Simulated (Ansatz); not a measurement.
Run this with Ansatz 0.2.0 through its Python package and show what comes out.

`run_cas.py`:
```python
# -*- coding: utf-8 -*-
"""Active-space calculation on H4NOP."""

import ansatz as az
from ase import Atoms

BASIS_SET = "def2-SVP"


def main():
    atoms = Atoms(["N", "P", "O", "H", "H", "H", "H"], positions=[
        (-0.56, 0.2873, -0.5805),
        (0.1122, 0.2012, 0.931),
        (1.4638, -0.3604, 0.3147),
        (-0.1971, 1.1868, -1.0635),
        (-1.6129, 0.4708, -0.5137),
        (-0.4576, -1.0066, 1.3599),
        (1.313, -0.8471, -0.4935),
    ])
    h4nop = az.Crystal.molecule_from_ase(atoms)

    calculation = (
        h4nop.calculation()
        .basis(gaussian=BASIS_SET)
        .correlation(active_electrons=4, active_orbitals=5)
    )
    for method in [None, "sc_nevpt2"]:
        summary = (calculation if method is None else calculation.correlation(method)).run(threads=1, pin="off").report
        space = summary["configurations"]
        state = space["states"][0]
        print(method or "casscf", f"total {summary['free_energy_ev'] / 27.211386246:.6f} Ha, active-space state {state['energy']['hartree']:.6f} Ha, mean field {summary['reference_energy_ev'] / 27.211386246:.6f} Ha")
        print("  determinants", state["n_determinants"], " natural occupations", [round(n, 3) for n in space["natural_occupations"]])
    print("effectively unpaired electrons, sum of min(n, 2 - n):", round(sum(min(n, 2 - n) for n in space["natural_occupations"]), 3))


if __name__ == "__main__":
    main()
```

```console
$ python run_cas.py
casscf total -472.204323 Ha, active-space state -472.204323 Ha, mean field -472.153115 Ha
  determinants 100  natural occupations [1.976, 1.972, 0.025, 0.023, 0.004]
sc_nevpt2 total -472.626819 Ha, active-space state -472.204321 Ha, mean field -472.153115 Ha
  determinants 100  natural occupations [1.976, 1.972, 0.025, 0.023, 0.004]
effectively unpaired electrons, sum of min(n, 2 - n): 0.104
```

Notes:
- Total energies depend on the basis set; only differences at equal settings carry meaning.
- The geometry is a force-field or estimated start, not a minimum of this method, and the basis set is short of its limit. The active space starts as a window about the frontier orbitals and is then optimised, not chosen by chemistry.
- Wall time of the script: 13 s on 1 thread of Arm Neoverse V2, with other jobs on the host, peak memory 0.19 GiB.
